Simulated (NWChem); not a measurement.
# CHO cation

```xyz
3

C      0.0000     0.0000    -0.5086
O      0.0000     0.0000     0.5958
H      0.0000     0.0000    -1.6198
```
Atoms are numbered in this order, from 1.

Program: NWChem. Pople sets run with spherical d functions. The geometry was optimised at PBE0/def2-SVP. Vertical excitations in the gas phase; the lowest state need not have the same character in each row.

```
level                         lowest excitation, singlet (eV)  oscillator strength of that lowest state  lowest triplet (eV)  orbital gap (eV)
----------------------------  -------------------------------  ----------------------------------------  -------------------  ----------------
PBE/6-31G*, full TDDFT                                   9.84                                     0.000                 7.59              9.84
B3LYP/6-31G*, full TDDFT                                 9.57                                     0.000           (withheld)        (withheld)
Hartree-Fock/6-31G*, TDHF                                8.61                                     0.000                 4.64             21.65
LRC-wPBEh/6-31G*, full TDDFT                             9.60                                     0.000                 7.19             16.70
```

Question: Some entries are withheld; supply them.

Answer: 
- B3LYP/6-31G*, full TDDFT, lowest triplet (eV): 7.29
- B3LYP/6-31G*, full TDDFT, orbital gap (eV): 12.19
